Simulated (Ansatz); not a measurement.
A made-up structure of CHNaSi, singlet:

C1  (-0.359, 0.313, -0.294)
Si2  (-0.700, -1.272, -0.600)
Na3  (1.379, -0.435, 1.141)
H4  (2.922, -1.326, 1.982)
(Å)

It is relaxed with PBE-D4/def2-SVP and then PBE0-D4/def2-TZVP (Ansatz 0.2.0). Atoms count as bonded within 1.22 times the sum of their covalent radii (H–H: 0.88 Å). The end point is not checked to be a true minimum.

Q: Does its bonding change? (A judgement: the text doesn't fix the answer.)

A: The calculation gives: Yes. Formed: C1–H4; broken: Na3–H4.

Where it ends: The first stage lowers the energy by 0.16 eV in 9 steps. It ends as CHNaSi ([CH]1[Na][Si]1):
```
4
angstrom
C 0.8225 -0.1218 0.5937
Si -0.4543 -0.5417 -0.3622
Na 1.2897 -2.4388 0.8218
H 1.5845 0.3820 1.1760
```

Labels in which every atom is bracketed show which atoms are joined, not bond orders.

For scale, one of the runs: PBE0-D4/def2-TZVP relaxation, 106 basis functions, launched by `ansatz run in.yaml --threads 2 --pin off --events-out ev --progress --plain --max-ram 4352MiB`. Hardware: 2 CPU threads of an Arm Neoverse N1, shared host. Wall time about 66 s.
